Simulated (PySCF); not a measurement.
Molecule: divinylethylene (C=C/C=C/C=C, C6H8).

Geometry (Å), atoms numbered from 1 in this order:
```xyz
14

C    -2.957    0.902   -0.433
C    -1.893    0.318    0.114
C    -0.537    0.598   -0.278
C     0.537    0.011    0.274
C     1.893    0.293   -0.117
C     2.957   -0.289    0.431
H    -3.960    0.672   -0.119
H    -2.857    1.634   -1.218
H    -2.022   -0.415    0.900
H    -0.402    1.331   -1.064
H     0.403   -0.721    1.061
H     2.022    1.025   -0.905
H     2.856   -1.021    1.215
H     3.960   -0.058    0.117
```

Frames of a GFN2-xTB Langevin trajectory at 300 K; GIAO PBE0/pcSseg-1 shieldings in PySCF 2.14.0 with density-fitted response routines, gas phase, non-relativistic; equivalent atoms averaged within each frame.

Referencing at the same level of theory: ¹³C (186.93 ppm), ¹H (31.72 ppm) vs TMS. The references are static minima.

How do the shifts (ppm) fluctuate along the trajectory?

## Answers


| time (fs) | C3/C4 | C2/C5 | C1/C6 | H9/H12 | H10/H11 | H7/H14 | H8/H13 |
| --- | --- | --- | --- | --- | --- | --- | --- |
| optimised geometry | 142.6 | 145.7 | 125.6 | 6.65 | 6.44 | 5.47 | 5.57 |
| 250 | 144.3 | 142.6 | 128.1 | 6.56 | 6.41 | 5.89 | 5.43 |
| 425 | 148.1 | 148.5 | 131.8 | 7.26 | 6.80 | 5.87 | 6.22 |
| 625 | 141.9 | 150.0 | 128.8 | 7.00 | 6.93 | 5.54 | 5.16 |
| 800 | 141.8 | 140.9 | 122.2 | 6.33 | 6.51 | 5.08 | 4.55 |
| 1000 | 139.8 | 151.2 | 132.6 | 6.78 | 5.88 | 5.53 | 6.53 |
| mean of frames | 143.2 | 146.6 | 128.7 | 6.78 | 6.51 | 5.58 | 5.58 |
| standard deviation | 3.2 | 4.6 | 4.1 | 0.36 | 0.41 | 0.33 | 0.80 |

5 frames give an uncertainty of the mean of about the standard deviation over 2.2 at best, since frames this close in time may not be independent; classical motion lacks zero-point vibration, and the reference would need the same averaging.
